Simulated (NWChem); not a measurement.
Species: SiH3 cation

```xyz
4

Si     0.0000     0.0000     0.0000
H      1.1933    -0.8948     0.0000
H     -1.3716    -0.5861     0.0000
H      0.1782     1.4809     0.0000
```
Atoms are numbered in this order, from 1.

Program: NWChem. All runs use the structure optimised with PBE-D3(BJ)/def2-SVP. Level: PBE0/Sadlej pVTZ; rows give the wavelength of the field.

```json
[
 {"field": "static", "isotropic polarisability (bohr³)": "21.1", "anisotropy (bohr³)": "6.2"},
 {"field": "1065 nm", "isotropic polarisability (bohr³)": "21.2", "anisotropy (bohr³)": "6.3"},
 {"field": "589 nm", "isotropic polarisability (bohr³)": "21.6", "anisotropy (bohr³)": "6.5"}
]
```
